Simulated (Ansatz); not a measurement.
Basis-set series for BF2 (`F[B]F`) radical. Charge 0, multiplicity 2. All single points use the PBE0-D4/def2-TZVP geometry.

```csv
functional,basis,functions,energy (Eh),HOMO (eV),LUMO (eV)
PBE0-D4,def2-TZVPP,93,-224.44651,-7.26,-2.20
PBE0-D4,def2-QZVPP,171,-224.45860,-7.28,-2.19
ωB97M-V,def2-TZVPP,93,-224.61249,-9.16,-0.71
ωB97M-V,def2-QZVPP,171,-224.62382,-9.19,-0.66
```

(1) Give the rows for def2-SVP. (An estimate is asked.)

## Answers

(1) Ansatz gave: 
```csv
functional,basis,functions,energy (Eh),HOMO (eV),LUMO (eV)
PBE0-D4,def2-SVP,42,-224.17114,-7.07,-1.97
ωB97M-V,def2-SVP,42,-224.33259,-8.93,-0.38
```

HOMO and LUMO are taken over both spins.
